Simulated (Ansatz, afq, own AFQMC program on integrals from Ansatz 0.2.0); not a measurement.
**Ti, triplet: AFQMC among the cluster methods**

A free Ti atom.

Basis def2-TZVPP. Only valence electrons are correlated. Integrals, coupled cluster, full CI and functionals: Ansatz 0.2.0; the random walks run on the same integrals in our own AFQMC program. ph-AFQMC/CISD is guided by a CISD state made of CCSD amplitudes; releasing the constraint for a short imaginary time cuts its bias at the price of noise, slowly where states lie close. Error bars are statistical, one sigma. The metal's outer-core s and p shells are frozen, which shifts wave-function levels against functionals.

Determinant: UHF, the one that the program's search chose, which needn't be the lowest solution.

Full CI on the same integrals is exact in this basis and with this determinant's frozen core.

Cautions: no relativity below Rb; outer-core shells of the metal frozen; the released energies have errors that jump between times, so the bars are unsure, so no released level is given (meV from the phaseless value at times in 1/Eh: -2.4 ± 1.1 at 0.24, 4 ± 12 at 0.50, -10.2 ± 1.2 at 1.00, -15 ± 5 at 1.50).

```
T1 diagnostic                               : 0.0235
weight of the determinant in the CISD state : 0.916
⟨S²⟩ of the determinant                     : 2.008
size of the correlated space                : 4 electrons in 55 orbitals
```

Reference: full CI, correlation energy -1.483 eV.

| level | E − E(reference) (kJ/mol) | share of correlation (%) |
| --- | --- | --- |
| HF | 143.1 | 0.00 |
| MP2 | 39.8 | 72.15 |
| CCSD | 6.5 | 95.47 |
| CCSD(T) | 1.9 | 98.70 |
| CCSDT | 0.1 | 99.91 |
| CCSDT(Q) | 0.0 | 99.98 |
| ph-AFQMC/HF | 11.3 ± 1.1 | 92.13 |
| ph-AFQMC/CISD | 1.4 ± 0.1 | 99.01 |

CCSDT and higher add their correlation energy to the determinant of the CCSD(T) run, since their own runs factorise the integrals more tightly (a shift of under 2 meV). A walk keeps the symmetry of its determinant, which the program's search chose and which needn't be the lowest solution, so a lower state of the same spin and another symmetry isn't excluded.
